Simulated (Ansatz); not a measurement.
A run of Ansatz (development build ahead of 0.2.0) on quartet B₂(-) at this shape:

```xyz
2

B     0.0000    0.0000   -0.8179
B     0.0000    0.0000    0.8179
```

Its results:

| Item | Value |
| --- | --- |
| Converged | yes |
| Reference energy | -49.11591 hartree |
| Correlation energy | -0.10880 hartree |
| Total energy | -49.22471 hartree |
| Spin squared of the determinant | 3.750 |
| Stability test | minimum among restricted orbitals |

Messages of the program:
```
mean field -1336.51200621 eV, -49.1159103077 hartree, gradient 2.7e-6 eV, S^2 3.750000; 5 other ends of a descent, 0 dependent functions left out
```

Q: Which input gives this output? Name the method, the orbitals and the basis set, and write the input.

A: ROHF-MP2 in def2-SVP.

```yaml
crystal:
  periodic: [false, false, false]
  atoms:
    - { symbol: B, position_ang: [0.0, 0.0, -0.81793] }
    - { symbol: B, position_ang: [0.0, 0.0, 0.81793] }
basis:
  gaussian: { orbitals: def2-SVP }
total_charge: -1
magnetization:
  initial_magnetization: 3
hamiltonian:
  xc: hf
correlation:
  method: mp2
  frozen_orbitals: { B: 1 }
```

Caution: no diffuse functions for an anion; the determinant may break the point group.
